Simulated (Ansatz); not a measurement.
# Be₂+ (doublet): from Hartree-Fock to the top rungs, def2-QZVPP

An exercise on one series of results from a longer session: the logs are not shown, and one member is left open.

Computed with Ansatz 0.2.0, Gaussian basis. Level: def2-QZVPP, core rule «outside noble gas», up to 2 orbitals frozen.

To be run: UHF; ROHF; CCSD(T) on UHF.

2 further runs of the same task are left out: 2 set aside as unsound or not needed.

### The system

The geometry is a PBE0/def2-TZVP stationary point (not a proven minimum) of the parent state, kept for this charge and spin.

2 atoms, charge 1, spin multiplicity 2.

Atoms are counted from 1 here; the program's logs count them from 0.

No contacts short enough for the rule that draws bonds.

Geometry (Å):

```xyz
2
charge 1, multiplicity 2
Be    0.00000    0.00000    0.00000
Be    0.00000    0.00000    2.15220
```

Set-up of the first run:

in.yaml reads:

```yaml
crystal:
  periodic: [false, false, false]
  atoms:
    - {symbol: Be, position_ang: [0.000000, 0.000000, 0.000000]}
    - {symbol: Be, position_ang: [0.000000, 0.000000, 2.152200]}
basis:
  gaussian: {orbitals: "def2-QZVPP.json"}
total_charge: 1
magnetization: {spin_polarized: true, initial_magnetization: 1}
hamiltonian: {xc: hf}
output: {orbitals: {seedname: orbitals}}
```

Run with:

```bash
$ ansatz run in.yaml --threads 1 --pin off --events-out ev --progress --plain --max-ram 2393MiB
```

Among the steps run: UHF; ROHF; CCSD(T) on UHF.

One table of the session follows, with a row left open; its other results are not shown here.

| method | from UCCSD(T) (kcal/mol) |
| --- | --- |
| ROHF | ? |
| UHF | +30.36 |
| UMP2 | +12.67 |
| UCCSD | +0.63 |
| UCCSD(T) | 0 |

Estimate the missing values for ROHF.

**Answer.** from UCCSD(T) (kcal/mol): +37.63. In the column «from UCCSD(T) (kcal/mol)» it is the highest.
